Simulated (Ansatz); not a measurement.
CH3O2S (`C[S](=O)=O`) radical from Hartree–Fock to CCSD(T)

```
atom    x (Å)    y (Å)    z (Å)
  C1   0.1438  -0.7351  -0.1834
  S2  -0.4348   0.8216   0.5053
  O3   0.6960   1.4445   1.1657
  O4  -1.1723   1.5045  -0.5400
  H5   0.6208  -1.2997   0.6148
  H6  -0.7144  -1.2592  -0.5984
  H7   0.8608  -0.4766  -0.9640
```

Charge 0, multiplicity 2. The structure was optimised at the PBE0-D4/def2-TZVP level. Frozen core, unrestricted reference, Ansatz. CBS rows extrapolate triple and quadruple zeta; past MP2 they add the triple-zeta difference.

```tsv
basis	HF (Eh)	MP2 corr.
def2-SVP	-586.47492	-0.64534
def2-TZVPP	-586.90200	-0.82034
def2-QZVPP	-586.92494	-0.88670
```

(1) Estimate the CCSD correlation energy and the (T) correction in each basis where they were run (hartree).

Answers

(1) 
```
     basis  CCSD corr.       (T)
  def2-SVP    -0.66722  -0.02213
def2-TZVPP    -0.83514  -0.03826
 CBS(def2)    -0.95065     as TZ
```
